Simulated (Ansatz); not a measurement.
A nudged elastic band was laid between two geometries of AlF$_{2}$H (4 atoms, charge 0, multiplicity 1).

All numbers below come from RKS r2SCAN-D4/6-31G* in Ansatz.

```json
{"movable images": "9", "climbing image": "yes", "spring": "5.0 eV/Å²", "optimiser": "quadratic models (default)", "start path": "through a guess of the saddle point", "force threshold": "0.5 eV/Å", "iteration limit": "60", "end points": "relaxed"}
```

Initial state:

```xyz
4
Properties=species:S:1:pos:R:3
Al 0.374 0.000 0.251
H 0.320 0.000 1.818
F 1.811 0.000 -0.553
F -1.005 0.000 -0.650
```

Final state:

```xyz
4
Properties=species:S:1:pos:R:3
Al -0.855 0.000 0.425
H 1.667 0.000 1.303
F 1.473 0.000 0.381
F -0.786 0.000 -1.243
```

Question: Which bonds break or form, and what moves?

Answer: Bonds broken: Al1–H2, Al1–F3. Bonds formed: H2–F3. AlF2H becomes AlF + FH.

Question: Give the energies along the band, and the barrier.

Answer: The forces met the threshold. The highest image is number 6 of 0 to 10, 3.17 eV above the first end and 0.50 eV above the last; the last end lies 2.67 eV above the first. The threshold of 0.5 eV/Å is loose, so the images may lie well off the minimum-energy path. Another band between the same ends (9 images) ends at a top of the same energy, where a vibrational analysis finds 1 clearly imaginary mode. The orbitals stay closed-shell, which can raise the energy where a bond breaks towards radicals; this wasn't checked here.

```
image  path coordinate (Å)  energy (eV)  Al1–H2 (Å)  Al1–F3 (Å)  H2–F3 (Å)
    0                 0.00         0.00        1.57        1.65       2.80
    1                 0.25         0.12        1.57        1.64       2.59
    2                 0.50         0.50        1.57        1.63       2.34
    3                 0.76         1.12        1.57        1.64       2.07
    4                 1.02         1.95        1.60        1.68       1.79
    5                 1.28         2.79        1.65        1.75       1.50
    6                 1.54         3.17        1.75        1.86       1.22
    7                 1.75         2.97        1.90        2.02       1.03
    8                 1.97         2.78        2.15        2.18       0.97
    9                 2.18         2.69        2.42        2.27       0.95
   10                 2.40         2.67        2.67        2.33       0.94
```

Question: What is the geometry of the highest image?

Answer: 
```xyz
4
Properties=species:S:1:pos:R:3
Al -0.271 0.000 0.438
H 1.236 0.000 1.319
F 1.569 0.000 0.147
F -1.035 0.000 -1.039
```

Run time: 100 s on 1 thread of Arm Neoverse V2, on a shared host, peak memory 0.11 GiB.
